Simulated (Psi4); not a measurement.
# HF/STO-3G run of BPH3Cl (SMILES PBCl)

What is the vertical singlet–triplet gap of BPH3Cl at HF/STO-3G? The job is set up through an ASE script.

Program for the calculation: Psi4 1.11.

2 further runs of the same task are left out: 2 set aside as unsound or not needed.

## 1. Starting point

BPH3Cl has 6 atoms, charge 0, and is taken as a singlet. SMILES: `PBCl`. The shape is that of a GFN2-xTB optimisation. This is one conformer, not always the lowest.

Bond lengths: P1–B2 1.884 Å, B2–Cl3 1.695 Å, P1–H4 1.380 Å, P1–H5 1.379 Å, B2–H6 1.173 Å. Angles: P1–B2–Cl3 120.0°, P1–B2–H6 120.9°, Cl3–B2–H6 118.6°, B2–P1–H4 100.2°, B2–P1–H5 98.8°, H4–P1–H5 96.0°.

## 2. Energy and forces at HF/STO-3G

Contents of bclh3p.xyz:

```xyz
6
BClH3P
P     -0.377850     0.516840    -0.948490
B      0.665420    -0.279920     0.403140
Cl     0.669800    -1.964800     0.589550
H     -1.530850    -0.233270    -0.840970
H     -0.846400     1.603250    -0.239160
H      1.419880     0.357890     1.035930
```

Contents of bclh3p_ase.py:

```python
import numpy as np
from ase.calculators.psi4 import Psi4
from ase.io import read

mol = read('bclh3p.xyz')
calc = Psi4(atoms=mol, method='scf', basis='STO-3G', memory='1600MB', num_threads=1, charge=0, multiplicity=1, label='calc')
calc.psi4.set_options({'puream': True, 'e_convergence': 1e-09, 'd_convergence': 1e-08, 'scf_type': 'pk'})
mol.calc = calc

forces = mol.get_forces()
print(f'energy: {mol.get_potential_energy():.6f} eV')
print('forces / eV A^-1')
print(np.round(forces, 5))
```

Launch:

```bash
python bclh3p_ase.py
```

calc.dat:

```text
[...]
  Running in c1 symmetry.
[...]
  Nuclear repulsion =  119.275925612600176
[...]
  Multiplicity = 1
[...]
  Nalpha       = 20
  Nbeta        = 20
[...]
    Number of basis functions: 26
[...]
   @RHF iter   1:  -817.59166282200601   -1.75449e+00   9.29813e-03 ADIIS/DIIS
[...]
   @RHF iter  10:  -817.64242468619966   -1.36424e-12   8.40165e-09 DIIS
[...]
    Orbital Energies [Eh]
    ---------------------
    Doubly Occupied:
       1A   -103.710109     2A    -78.939964     3A    -10.393014
       4A     -7.836743     5A     -7.832206     6A     -7.831212
       7A     -7.466370     8A     -7.254556     9A     -5.079018
      10A     -5.078906    11A     -5.076582    12A     -1.052143
      13A     -0.827270    14A     -0.627076    15A     -0.527518
      16A     -0.471390    17A     -0.456716    18A     -0.438167
      19A     -0.374084    20A     -0.290899
[...]
  @RHF Final Energy:  -817.64242468619966
   => Energetics <=
    Nuclear Repulsion Energy =            119.2759256126001759
    One-Electron Energy =               -1370.7088147745853348
    Two-Electron Energy =                 433.7904644757855976
    Total Energy =                       -817.6424246861996608
[...]
 Multipole Moments:
 ------------------------------------------------------------------------------------
     Multipole            Electronic (a.u.)      Nuclear  (a.u.)        Total (a.u.)
 ------------------------------------------------------------------------------------
 L = 1.  Multiply by 2.5417464519 to convert [e a0] to [Debye]
 Dipole X            :          1.5431654           -1.8028501           -0.2596848
 Dipole Y            :         -2.6224775            3.2255943            0.6031168
 Dipole Z            :          0.1276652           -0.0916376            0.0360276
 Magnitude           :                                                    0.6576352
[...]
  -Total Gradient:
     Atom            X                  Y                   Z
    ------   -----------------  -----------------  -----------------
       1       -0.001395343969    -0.002617224789    -0.003088220114
       2        0.003495916811    -0.062959848004     0.012695657799
       3       -0.002942842421     0.058453822453    -0.010460399807
       4       -0.002952391740     0.000611190409    -0.001726183027
       5       -0.002016964193     0.001297262768    -0.000472364399
       6        0.005811625513     0.005214797163     0.003051509548
[...]
```

The script printed:

```text
energy: -22249.183648 eV
forces / eV A^-1
[[ 0.07175  0.13458  0.1588 ]
 [-0.17977  3.23753 -0.65284]
 [ 0.15133 -3.00582  0.5379 ]
 [ 0.15182 -0.03143  0.08876]
 [ 0.10372 -0.06671  0.02429]
 [-0.29885 -0.26816 -0.15691]]
```

Run time: 1.3 s. Hardware: 1 thread of Intel Xeon 6975P-C (Granite Rapids), shared host; peak memory 0.19 GiB.

## 3. The triplet, same level

bclh3p.xyz is that of step 2.

Contents of run_ase.py:

```python
import numpy as np
from ase.calculators.psi4 import Psi4
from ase.io import read

mol = read('bclh3p.xyz')
calc = Psi4(atoms=mol, method='scf', basis='STO-3G', memory='1600MB', num_threads=1, charge=0, multiplicity=3, label='bclh3p', reference='uhf')
calc.psi4.set_options({'puream': True, 'e_convergence': 1e-09, 'd_convergence': 1e-08, 'scf_type': 'pk', 'maxiter': 200})
mol.calc = calc

forces = mol.get_forces()
print(f'energy: {mol.get_potential_energy():.6f} eV')
print('forces / eV A^-1')
print(np.round(forces, 5))
```

Launch:

```bash
python run_ase.py
```

bclh3p.dat:

```text
[...]
  Running in c1 symmetry.
[...]
  Nuclear repulsion =  119.275925612600176
[...]
  Multiplicity = 3
[...]
  Nalpha       = 21
  Nbeta        = 19
[...]
    Number of basis functions: 26
[...]
   @UHF iter   1:  -817.44696247224306   -1.60979e+00   6.29525e-03 DIIS/ADIIS
[...]
   @UHF iter  14:  -817.48109563785079   -2.27374e-12   9.31685e-09 DIIS
[...]
   @S^2 Observed:                2.013845275E+00
[...]
    Orbital Energies [Eh]
    ---------------------
    Alpha Occupied:
       1A   -103.606557     2A    -79.098195     3A    -10.294807
       4A     -7.737475     5A     -7.734894     6A     -7.734180
       7A     -7.403124     8A     -7.305983     9A     -5.241755
      10A     -5.224701    11A     -5.222571    12A     -0.981371
      13A     -0.916193    14A     -0.608930    15A     -0.566993
      16A     -0.483547    17A     -0.453524    18A     -0.409698
      19A     -0.387236    20A     -0.317783    21A     -0.144406
    Alpha Virtual:
      22A      0.380539    23A      0.443691    24A      0.533720
      25A      0.659143    26A      0.837549
[...]
  @UHF Final Energy:  -817.48109563785079
   => Energetics <=
    Nuclear Repulsion Energy =            119.2759256126001759
    One-Electron Energy =               -1370.7509002903989312
    Two-Electron Energy =                 433.9938790399480126
    Total Energy =                       -817.4810956378507854
  UHF NO Occupations:
  HONO-2 :   19  A 1.9960970
  HONO-1 :   20  A 1.0000000
[...]
 Multipole Moments:
 ------------------------------------------------------------------------------------
     Multipole            Electronic (a.u.)      Nuclear  (a.u.)        Total (a.u.)
 ------------------------------------------------------------------------------------
 L = 1.  Multiply by 2.5417464519 to convert [e a0] to [Debye]
 Dipole X            :          0.4734182           -1.8028501           -1.3294319
 Dipole Y            :         -1.5446609            3.2255943            1.6809334
 Dipole Z            :         -1.5397412           -0.0916376           -1.6313787
 Magnitude           :                                                    2.6933850
[...]
  -Total Gradient:
     Atom            X                  Y                   Z
    ------   -----------------  -----------------  -----------------
       1        0.019145329834    -0.006654518914    -0.004522726459
       2       -0.054508192234    -0.060960957622    -0.040780117530
       3        0.006349724313     0.085240824837     0.000162436763
       4        0.007905856001    -0.001948285130     0.013555169971
       5        0.005039521170    -0.010985363080     0.011638889390
       6        0.016067760917    -0.004691700092     0.019946347865
[...]
```

The script printed:

```text
energy: -22244.793661 eV
forces / eV A^-1
[[-0.98449  0.34219  0.23257]
 [ 2.80292  3.13474  2.097  ]
 [-0.32652 -4.38326 -0.00835]
 [-0.40654  0.10018 -0.69703]
 [-0.25914  0.56489 -0.5985 ]
 [-0.82624  0.24126 -1.02568]]
```

Run time: 1.3 s. Hardware: 1 thread of Intel Xeon 6975P-C (Granite Rapids), shared host; peak memory 0.19 GiB.

## 4. Results

At HF/STO-3G:

```
                                        quantity          value
                           singlet: total energy  -817.64242 Eh
                          singlet: dipole moment         1.67 D
                            singlet: HOMO energy       -7.92 eV
                            singlet: LUMO energy        5.94 eV
                          singlet: HOMO–LUMO gap       13.86 eV
               singlet: largest force on an atom     3.308 eV/Å
                           triplet: total energy  -817.48110 Eh
                          triplet: dipole moment         6.85 D
     triplet: HOMO energy (highest over α and β)       -3.93 eV
      triplet: LUMO energy (lowest over α and β)        0.96 eV
                                   triplet: ⟨S²⟩          2.014
               triplet: largest force on an atom     4.699 eV/Å
vertical energy of the triplet above the singlet       4.390 eV
```

In words: At this shape the triplet lies 4.39 eV (424 kJ/mol) above the singlet. The largest force (singlet) is 3.31 eV/Å: the shape isn't a stationary point for this species at this level. In a minimal basis such a difference can be off by several eV, whatever the method.
